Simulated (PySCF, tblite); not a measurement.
# A complex of Na+ and 4 × hydrogen fluoride

A gas-phase complex of Na+ and 4 × hydrogen fluoride; charge +1, singlet. The structure comes from a short search (6 tight-binding starts) and was optimised by PBE0-D3(BJ)/def2-SVPD; another way of binding may lie lower.

This structure isn't a minimum: the optimisation stopped short of the minimum along a soft mode, which is imaginary here (24i cm⁻¹ by PBE0-D3(BJ)/def2-SVPD), and forces of up to 0.017 eV/Å are left. All values below rest on it.

Parts: 1 = Na+ ([Na+]), atoms 1, charge +1; 2 = hydrogen fluoride (F), atoms 2–3; 3 = hydrogen fluoride (F), atoms 4–5; 4 = hydrogen fluoride (F), atoms 6–7; 5 = hydrogen fluoride (F), atoms 8–9.

```
atom  part   x (Å)   y (Å)   z (Å)
 Na1     1   0.473  -1.769   0.443
  F2     2   1.959  -1.353  -1.051
  H3     2   2.695  -1.134  -1.604
  F4     3   3.969  -0.757  -2.454
  H5     3   4.061  -0.686  -3.374
  F6     4   0.787  -2.475   2.521
  H7     4   1.104  -2.758   3.344
  F8     5  -1.712  -1.398   0.310
  H9     5  -2.624  -1.239   0.288
```

```
 contact  kind (by geometry)  distance (Å)  angle (°)
 H3···F4       hydrogen bond         1.577        177
Na1···F2         ion contact         2.148          -
Na1···F6         ion contact         2.217          -
Na1···F8         ion contact         2.220          -
```

Interaction energies are complex less parts, with the parts frozen as they stand in it; counterpoise-corrected, in kcal/mol (PySCF).

**Question.** How strongly do the parts interact, level by level?

**Answer.** 
```
                  level  interaction  superposition error removed
wB97M-D3(BJ)/def2-TZVPD       -55.20                        -0.31
 PBE0-D3(BJ)/def2-TZVPD       -56.71                        -0.32
```

**Question.** What holds them together? Decompose the wB97M-D3(BJ)/def2-TZVPD energy: frozen parts, their antisymmetrised product, then relaxation.

**Answer.** electrostatic -55.8, Pauli repulsion +24.5, orbital relaxation -22.6, dispersion correction -1.6 kcal/mol, which sum to the value before the counterpoise correction; the Pauli term holds the exchange-correlation of the frozen density too. Of the attraction, 70 % is electrostatic, 28 % is orbital relaxation, 2 % is dispersion correction.

The parts were also relaxed and run alone, at the levels used for the complex: vibrations by PBE0-D3(BJ)/def2-SVPD; shieldings by PBE0/pcSseg-2.

**Question.** What does binding change?

**Answer.** 
```json
{"property": "F2–H3 bond (Å)", "alone": "0.920", "in the complex": "0.947", "change": "+0.026"}
{"property": "stretch carried by H3 (cm⁻¹, harmonic)", "alone": "4151", "in the complex": "3597", "change": "-554"}
{"property": "its infrared intensity (km/mol)", "alone": "127", "in the complex": "1357", "change": ""}
{"property": "shielding of H3 (ppm)", "alone": "29.19", "in the complex": "22.17", "change": "-7.02"}
{"property": "shielding of F4 (ppm)", "alone": "410.9", "in the complex": "399.8", "change": "-11.1"}
{"property": "shielding of Na1 (ppm)", "alone": "623.7", "in the complex": "595.5", "change": "-28.2"}
{"property": "shielding of F2 (ppm)", "alone": "410.9", "in the complex": "412.8", "change": "+1.9"}
```

The 4 runs behind this took 11 min in all, one thread each of Arm Neoverse N1 on a shared host, launched as `OMP_NUM_THREADS=1 python cluster_run.py task.json out`.
